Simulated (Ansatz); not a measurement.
Consider the interaction energy of a dimer with the counterpoise correction of C2H3N, SMILES C#CN (Ansatz 0.2.0, Python API).

Script `c2h3n_dimer.py`:
```python
import ansatz

FIRST = [
    ('C', (-1.1898, -0.5136, -0.7013)),
    ('C', (-0.2493, -0.1994, -0.1)),
    ('N', (0.93, 0.1349, 0.6347)),
    ('H', (-2.0455, -0.7068, -1.2598)),
    ('H', (1.7368, 0.4428, 0.0473)),
    ('H', (0.8178, 0.8423, 1.3791)),
]
SECOND = [
    ('C', (-1.3941, 1.5474, -2.8727)),
    ('C', (-2.1106, 2.0877, -3.6073)),
    ('N', (-2.9985, 2.7959, -4.4747)),
    ('H', (-0.7183, 1.0176, -2.2862)),
    ('H', (-2.5347, 3.4946, -5.0971)),
    ('H', (-3.6042, 2.2164, -5.0784)),
]

def energy(atoms, ghosts=()):
    molecule = ansatz.Crystal.molecule()
    for symbol, xyz in atoms:
        molecule = molecule.atom(symbol, xyz)
    calc = (
        molecule.calculation()
        .basis(gaussian='def2-SVPD')
        .functional('r2scan')
    )
    deck = calc.input()
    if ghosts:
        deck = deck.set(ansatz.key.basis.gaussian.ghost_atoms, [{'symbol': s, 'position_ang': list(xyz)} for s, xyz in ghosts])
    return ansatz.Session.from_dict(deck).plan().execute().report['free_energy_ev']

both = energy(FIRST + SECOND)
alone = energy(FIRST) + energy(SECOND)
ghosted = energy(FIRST, SECOND) + energy(SECOND, FIRST)
print(f'dimer {both:.6f} eV')
print(f'interaction, uncorrected   {(both - alone):8.3f} eV')
print(f'interaction, counterpoise  {(both - ghosted):8.3f} eV')
print(f'basis-set superposition    {(alone - ghosted):8.3f} eV')
```

How large is the interaction at this pose, and how much of it is basis-set superposition?

Uncorrected it is 0.041 eV, with the counterpoise correction 0.077 eV; the difference, 0.04 eV, is the superposition error. In this basis both values are repulsive.

What the script printed:

```console
$ python c2h3n_dimer.py
dimer -7210.890348 eV
interaction, uncorrected      0.041 eV
interaction, counterpoise     0.077 eV
basis-set superposition       0.035 eV
```

Notes:
- Total energies depend on the basis set; only differences at equal settings carry meaning.
- The dimer is a generated trial pose of unrelaxed monomers, not a minimum, so the figure is no binding energy, and the basis set is small.
- This level lacks the dispersion part of the attraction (electrostatics and induction are there), which can decide the sign where the interaction is weak.
- Wall time of the script: 10 s on 1 thread of AMD EPYC 9R45 (Zen 5), on a shared host, peak memory 0.27 GiB.

(Lines on the test bed's own set-up are left out of the output.)
